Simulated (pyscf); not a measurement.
PySCF, gas phase, ωB97X-D3(BJ)/def2-SVP geometries.

Task: For H₃Si–Si(SiH₃)(SiH₃)–Cl (SMILES [SiH3][Si]([SiH3])([SiH3])Cl) + HCl (SMILES Cl) → H₃Si–Si(SiH₃)(Cl)–SiH₂–Cl (SMILES [SiH3][Si]([SiH3])(Cl)[SiH2]Cl) + H₂ (SMILES [H][H]), a multi-bond step (singlet surface; Cl–Si, H–Si, Cl–H broken, Cl–Si, Cl–Si, H–H formed), PBE/def2-TZVP gives ΔE‡ = 0.88 eV and ΔE = -0.69 eV (zero: the separated reactants). In which direction and how far do PBE0-D3(BJ)/def2-TZVP, M06-2X/def2-TZVP, ωB97M-D3(BJ)/def2-TZVP move these?

Result: PBE0-D3(BJ): ΔE‡ = 0.95 eV, ΔE = -0.75 eV; M06-2X: ΔE‡ = 1.10 eV, ΔE = -0.85 eV; ωB97M-D3(BJ): ΔE‡ = 1.15 eV, ΔE = -0.75 eV. PBE's barrier lies under all of them, by 0.07 to 0.27 eV. Its reaction energy lies over all of them, by 0.05 to 0.16 eV. This is the saddle that the search found; another between the same sides may lie lower.
